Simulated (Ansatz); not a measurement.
```yaml
crystal:
  periodic: [false, false, false]
  atoms:
    - {symbol: Ge, position_ang: [-0.588639, -0.322008, -0.001415]}
    - {symbol: Na, position_ang: [1.907967, 0.961041, 0.004428]}
    - {symbol: H, position_ang: [-1.096273, 1.286311, 0.000965]}
basis:
  gaussian: {orbitals: def2-TZVP}
hamiltonian: {xc: pbe0}
relax: {f_tol: 0.004, max_steps: 80}
```

```sh
$ ansatz run in.yaml --threads 1 --pin off --events-out ev --progress --plain --max-ram 2176MiB
```

Steps of the relaxation (energy above the last step; positions in Å, forces in eV/Å):

```
3
step 1, 43.1 meV
Ge   -0.589   -0.322   -0.001   -0.417    0.647    0.001
Na    1.908    0.961    0.004    0.207    0.092    0.000
H    -1.096    1.286    0.001    0.210   -0.738   -0.001
```

```
3
step 2, 5.4 meV
Ge   -0.620   -0.291   -0.001   -0.045   -0.036    0.000
Na    1.938    0.970    0.004    0.102    0.019    0.000
H    -1.095    1.247    0.001   -0.057    0.017    0.000
```

```
3
step 3, 2.6 meV
Ge   -0.623   -0.288   -0.001    0.003   -0.013    0.000
Na    1.962    0.969    0.005    0.046   -0.003    0.000
H    -1.115    1.244    0.001   -0.049    0.016    0.000
```

```
3
step 5, 0.0 meV
Ge   -0.610   -0.266   -0.001   -0.002    0.001    0.000
Na    2.012    0.954    0.005    0.000    0.001    0.000
H    -1.180    1.238    0.001    0.001   -0.001    0.000
```

Close pairs at the end: Ge1–H3 1.609 Å, Ge1–Na2 2.892 Å.

A stationary point of restricted PBE0 after 5 steps (its stability towards spin polarisation wasn't tested); no frequencies were run, so it isn't proven a minimum. 6.5 s on 1 thread of Intel Xeon 6975P-C, shared host.
